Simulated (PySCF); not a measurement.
## How the method moves the HOMO and LUMO of `C=C(F)C(=O)O`

C3H3FO2.
Structure used (PBE0-D3(BJ)/def2-SVP), in Å, numbered top down from 1:
```
atom  x, y, z in Å
C1    -1.3418    0.5124    0.3319
C2    -0.4501   -0.4760    0.3470
F3    -0.7157   -1.6564    0.8835
C4     0.9295   -0.4080   -0.2150
O5     1.7099   -1.3188   -0.1826
O6     1.1964    0.7851   -0.7586
H7    -1.0788    1.4669   -0.1212
H8    -2.3314    0.3711    0.7698
H9     2.1044    0.7362   -1.0939
```

Basis pcSseg-2 throughout (PySCF), one geometry. One conformer (not necessarily the lowest) at the PBE0-D3(BJ)/def2-SVP geometry, without solvent, vibrations or thermal averaging.

Problem. How do the orbital energies, the gap and the dipole change with the method?

Solution. 
```
   method                    kind  HOMO (eV)  LUMO (eV)  gap (eV)  μ (D)  SCF cycles
     OPBE                     GGA      -6.85      -2.54      4.31   2.76          17
     BLYP                     GGA      -6.87      -2.56      4.31   2.84          18
      PBE                     GGA      -6.95      -2.67      4.28   2.80          17
    B97-D                     GGA      -6.96      -2.58      4.38   2.85          17
     BP86                     GGA      -7.06      -2.76      4.30   2.82          18
      KT2                     GGA      -7.06      -2.64      4.43   2.84          17
      KT3                     GGA      -7.07      -2.62      4.45   2.82          17
      LDA                     LDA      -7.18      -2.94      4.24   2.89          17
    B97-2           global hybrid      -8.01      -1.78      6.24   2.99          15
    B3LYP           global hybrid      -8.07      -1.98      6.09   3.00          15
     PBE0           global hybrid      -8.28      -1.73      6.55   3.00          15
 mPW1PW91           global hybrid      -8.30      -1.75      6.56   3.01          15
BHandHLYP           global hybrid      -9.40      -0.67      8.73   3.21          13
CAM-B3LYP  range-separated hybrid      -9.65      -0.62      9.03   3.08          14
  wB97X-D  range-separated hybrid     -10.12       0.09     10.21   3.02          14
  LC-wPBE  range-separated hybrid     -10.99       0.57     11.56   3.05          14
       HF            Hartree–Fock     -11.01       2.10     13.11   3.45          12
```

The HOMO spans 4.16 eV, from OPBE down to HF, and the gap runs from 4.24 eV (LDA) to 13.11 eV (HF). Over the methods OPBE (0 %), BLYP (0 %), PBE (0 %), B97-D (0 %), BP86 (0 %), KT2 (0 %), KT3 (0 %), LDA (0 %), B97-2 (21 %), B3LYP (20 %), PBE0 (25 %), mPW1PW91 (25 %), BHandHLYP (50 %), HF (100 %), a straight line through the gap against the share of exact exchange rises by 0.88 eV for each 10 % (correlation coefficient 1.000). The dipole ranges from 2.76 D (OPBE) to 3.45 D (HF). This basis has no diffuse functions.

The vertical ΔSCF ionisation energy at wB97X-D/def2-SVPD is 10.71 eV; −ε(HOMO) comes closest to it with LC-wPBE (10.99 eV) and HF (11.01 eV).
